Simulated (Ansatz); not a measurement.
Two shapes of doublet C₄H.

Shape 1:

```xyz
5

H    -0.0067   -0.0112    0.0181
C     0.5452   -0.2901   -0.8137
C     1.1993   -0.5916   -1.8719
C     1.8742   -0.9471   -2.9701
C     2.5130   -1.3047   -3.9784
```

Shape 2:

```xyz
5

H    -0.0013   -0.0129    0.0254
C     0.5515   -0.2802   -0.8462
C     1.1841   -0.6018   -1.8529
C     1.8782   -0.9556   -2.9596
C     2.5125   -1.2941   -3.9826
```

Basis set: def2-SVP (spherical functions). Correlated methods keep 4 orbitals frozen. Charge 0, multiplicity 2.

Computed with Ansatz (development build ahead of 0.2.0); each method stands on the lowest determinant of its kind that the runs found.

Q: Which shape is lower in energy, and by how much in each method?

A:

```csv
method,E(2) − E(1) (eV)
UHF,-0.098
UHF-MP2,-0.359
```

Shape 2 is lower. Caution: the unrestricted determinant is a mixture of spin states. Caution for UHF-MP2: MP2 forces lie far from those of the mean fields.
